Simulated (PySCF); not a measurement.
Species: C4H5ClF (doublet state).
Z-matrix (Å and degrees, GFN2-xTB geometry), rows numbered from 1:
```
C 
C   1  1.4272
C   2  1.5421  1  120.81
Cl  3  1.7475  2  118.87  1   138.99
C   3  1.4883  2   60.45  1  -110.65
F   5  1.3536  2  117.33  3   110.11
H   1  1.0703  2  120.52  3  -141.73
H   1  1.0724  2  120.49  3    36.12
H   2  1.0831  1  116.32  3   144.91
H   3  1.0813  2  117.97  5   108.05
H   5  1.0840  2  120.51  3  -110.04
```

The hyperfine couplings belong to this conformer and change with its torsions.

As a line formula: `[CH2][C@H]1[C@H](F)[C@@H]1Cl` [radical].

Computed, not measured: PySCF 2.14.0, UKS B3LYP, pcH-1 on C Cl F H, non-relativistic, mean-field spin-orbit, GIAO. The structure is a single GFN2-xTB conformer in the gas phase; no vibrational or solvent corrections. A GFN2-xTB geometry isn't a minimum of the functional, and hyperfine couplings can be far from their values at a DFT geometry. Stability of the SCF solution: not tested.

Largest spin populations (Mulliken): C1 (+1.00), C2 (-0.11), C3 (+0.09) and C5 (+0.08). No atom but C1 exceeds +0.15. The positive populations add up to 1.20 and the negative ones to -0.20, together 2S = 1. The angles at C1 add up to 360.0°, so it is planar; its axial dipolar tensor and the negative couplings of its protons fit spin in a p orbital normal to that plane.

Q: Find Q in a(H) = Q·ρ(C) for the protons on the planar carbons that carry spin.

A: 
```
 H   C    ρ(C)  a(H) (G)  a/ρ (G)
H7  C1  +1.002    -21.80    -21.8
H8  C1  +1.002    -20.93    -20.9
```

These protons share one ρ (within 0.01), so their mean ratio, Q = -21.3 G, is no test of linearity.

Couplings in gauss use g_iso = 2.0029.
